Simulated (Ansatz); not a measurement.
**C2H6S2 (dimethyl disulfide): the vertical ionisation energy from total energies**

C2H6S2 has 10 atoms, charge 0, and is taken as a singlet. SMILES: `CSSC`. The shape is that of a PBE0-D4/def2-TZVP optimisation. This is one conformer, not always the lowest.

Both states at this one shape; open shells run unrestricted unless said. 1 Eh = 27.2114 eV.

| level | program | singlet C2H6S2 (Eh) | doublet [C2H6S2]+ (Eh) |
| --- | --- | --- | --- |
| B3LYP/6-31G* (spherical functions) | Ansatz | -876.198510 | -875.876033 |
| r2SCAN0/cc-pVDZ | Ansatz | -876.092422 | -875.765659 |
| PBE-QIDH/cc-pVDZ, 12 core orbitals frozen | Ansatz | -875.600618 | -875.270318 |
| RPA@PBE0/cc-pVDZ, 12 core orbitals frozen | Ansatz | -875.117056 | -874.799282 |

Task: Work out the vertical ionisation energy at each level.

Result: 
1. B3LYP/6-31G* (spherical functions): -875.876033 − (-876.198510) = 0.322477 Eh = 8.78 eV.
2. r2SCAN0/cc-pVDZ: -875.765659 − (-876.092422) = 0.326763 Eh = 8.89 eV.
3. PBE-QIDH/cc-pVDZ: -875.270318 − (-875.600618) = 0.330300 Eh = 8.99 eV.
4. RPA@PBE0/cc-pVDZ: -874.799282 − (-875.117056) = 0.317774 Eh = 8.65 eV.

No measured value is set beside it here; the levels span 8.65 to 8.99 eV.
